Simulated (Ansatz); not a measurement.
A calculation with Ansatz (development build ahead of 0.2.0).

```yaml
crystal:
  periodic: [false, false, false]
  atoms:
    - { symbol: Cl, position_ang: [-1.02599, 0.07241, 1.95142] }
    - { symbol: Mg, position_ang: [0.00396, 0.02341, 0.01103] }
    - { symbol: Cl, position_ang: [1.03432, -0.02571, -1.92911] }
basis:
  gaussian: { orbitals: def2-TZVP }
total_charge: 1
magnetization:
  spin_polarized: true
  initial_magnetization: 1
hamiltonian:
  xc: hf
correlation:
  method: mp2
  frozen_orbitals: { Cl: 5, Mg: 1 }
output:
  forces: true
```

The input is written out in the form of the current development build from the run's settings.

Results

```
Converged                       : yes
Reference energy                : -1118.40906 hartree
Correlation energy              : -0.51845 hartree
Total energy                    : -1118.92752 hartree
Spin squared of the determinant : 0.760
Stability test                  : minimum
```

Forces (eV/Å):
```tsv
atom	Fx	Fy	Fz
Cl1	-1.077	0.051	2.030
Mg2	1.558	-0.074	-2.935
Cl3	-0.481	0.023	0.905
```

Caution: MP2 on this radical cation hangs on the determinant chosen; the determinant breaks the point group.
